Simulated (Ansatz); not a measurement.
## C4H9OS (charge -1), SMILES CCOCC[S-]: a ranking of conformers, step by step

With Ansatz's Python interface.

Notebook, run cell by cell (the value of a cell's last expression is shown):

In [1]:
```python
import ansatz as az
from rdkit import Chem
from rdkit.Chem import AllChem

params = {
    "basis": "6-31G*",
    "xc": "B3LYP",
    "vdw": "d3bj",
    "charge": -1,
}
```

In [2]:
```python
rd = Chem.AddHs(Chem.MolFromSmiles("CCOCC[S-]"))
ids = list(AllChem.EmbedMultipleConfs(rd, numConfs=20, randomSeed=219, pruneRmsThresh=0.4))
field = [energy for _, energy in AllChem.MMFFOptimizeMoleculeConfs(rd)]
distinct = {round(e, 2): i for i, e in zip(ids, field)}
chosen = sorted(distinct.items())[:4]
found = []
for force_field, index in chosen:
    molecule = az.Crystal.molecule()
    for atom, xyz in zip(rd.GetAtoms(), rd.GetConformer(index).GetPositions()):
        molecule = molecule.atom(atom.GetSymbol(), xyz.round(5).tolist())
    calculation = molecule.calculation()
    calculation = calculation.basis(gaussian=params["basis"])
    calculation = calculation.functional(params["xc"], dispersion=params["vdw"])
    calculation = calculation.charge(params["charge"])
    found.append(calculation.run(threads=1).report["free_energy_ev"])
print("conformer   MMFF (kcal/mol)   this level (eV)")
for (force_field, index), e in zip(chosen, found):
    print(f"{index:9d} {force_field - chosen[0][0]:17.2f} {(e - min(found)):17.3f}")
```
```text
conformer   MMFF (kcal/mol)   this level (eV)
        6              0.00             0.000
       10              1.58             0.041
        7              1.64             0.040
       11              2.01             0.130
```

Caveats:
- The conformers keep their force-field geometries.
- b3lyp holds the VWN-RPA fit, as in Gaussian; the form of ORCA and Turbomole is b3lyp5.
- Anions want diffuse functions, which this basis lacks.
- It ran for 18 s on 1 thread of Arm Neoverse V2, on a shared host, peak memory 0.37 GiB.
